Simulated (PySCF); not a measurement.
# How exact exchange moves a shielding

Molecule: SMILES CC(C)(C)Cl, C4H9Cl.

Bonds (- single, = double, # triple, : aromatic): C1-C2 1.519 Å, C2-C3 1.520 Å, C2-C4 1.519 Å, C2-Cl5 1.830 Å. C1 carries H6, H7, H8; C3 carries H9, H10, H11; C4 carries H12, H13, H14.

GIAO shieldings (ppm, equivalent atoms averaged) in PySCF 2.14.0 with density-fitted response routines on the PBE0-D3(BJ)/def2-SVP geometry, basis pcSseg-1, gas phase, non-relativistic:

```csv
functional,exact exchange (%),σ(C2),σ(Cl5)
BLYP,0,99.9,616.0
BP86,0,105.6,627.0
PBE,0,106.6,627.8
B3LYP,20,106.6,649.0
PBE0,25,114.4,668.5
mPW1PW91,25,113.4,668.4
HF,100,129.1,772.3
```

Q: Fit each shielding as a line in the percentage of exact exchange.

A: σ(C2) = 104.7 + 0.25 x (rms 2.8 ppm); σ(Cl5) = 625.1 + 1.49 x (rms 5.4 ppm). The functionals also differ in their semilocal parts, which the line can't hold; Hartree–Fock has no correlation at all.

Q: What does the line predict for BHandHLYP (50 %), and what does the run give?

A: σ(C2): 117.2 predicted, 115.1 computed; σ(Cl5): 699.6 predicted, 695.1 computed ppm.
